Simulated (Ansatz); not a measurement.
Barrier from H (doublet) + HF (fluorane, SMILES F) to the saddle point below; all geometries are those of the NHTBH38 set.
```xyz
3

H      0.0000     0.0000     1.1372
F      0.0000     0.0000     0.0000
H      0.0000     0.0000    -1.1372
```
Charge 0, spin multiplicity 2.

Total energies in hartree (Ansatz, a first-principles code). UHF or UKS for unpaired electrons; spin-orbit terms are left out. Correlated methods leave the cores frozen. No relativity. For partners of very few electrons the exact lower level stands in for a higher one. The UHF reference of FH2 (saddle point or complex, doublet) is spin-contaminated (<S^2> up to 0.04 over the pure value in the sets run).

```csv
species,HF/aug-cc-pVTZ,CCSD(T)/aug-cc-pVTZ,HF/aug-cc-pVQZ,CCSD(T)/aug-cc-pVQZ,CCSDT(Q)/aug-cc-pVTZ
1: H (doublet),-0.49982,-0.49982,-0.49995,-0.49995,-0.49982
"2: HF (fluorane, SMILES F)",-100.06114,-100.34954,-100.06863,-100.37738,-100.34983
"3: FH2 (complex or saddle point, doublet)",-100.46976,-100.78310,-100.47703,-100.81058,-100.78369
```

Work out the barrier height (electronic, no zero-point energy) in kcal/mol: take Hartree-Fock from aug-cc-pVQZ, extrapolate the CCSD(T) correlation energy as X^-3 (X = 3, 4), and add CCSDT(Q) - CCSD(T) in aug-cc-pVTZ. 1 hartree = 627.51 kcal/mol.


Species 1: correlation (64·(0.00000) - 27·(0.00000))/37 = 0.00000; step +0.00000; E1 = -0.49995 + (0.00000) + (+0.00000) = -0.49995
Species 2: correlation (64·(-0.30875) - 27·(-0.28840))/37 = -0.32360; step -0.00029; E2 = -100.06863 + (-0.32360) + (-0.00029) = -100.39252
Species 3: correlation (64·(-0.33355) - 27·(-0.31334))/37 = -0.34830; step -0.00059; E3 = -100.47703 + (-0.34830) + (-0.00059) = -100.82592
-1·E1 -1·E2 +1·E3 = 0.06655 hartree = 41.8 kcal/mol. Published benchmark value: 42.2 kcal/mol (Zhao et al., NHTBH38), a best estimate, not a measurement. The composite differs from it by -0.4 kcal/mol; core, relativistic and spin-orbit terms are not in it.
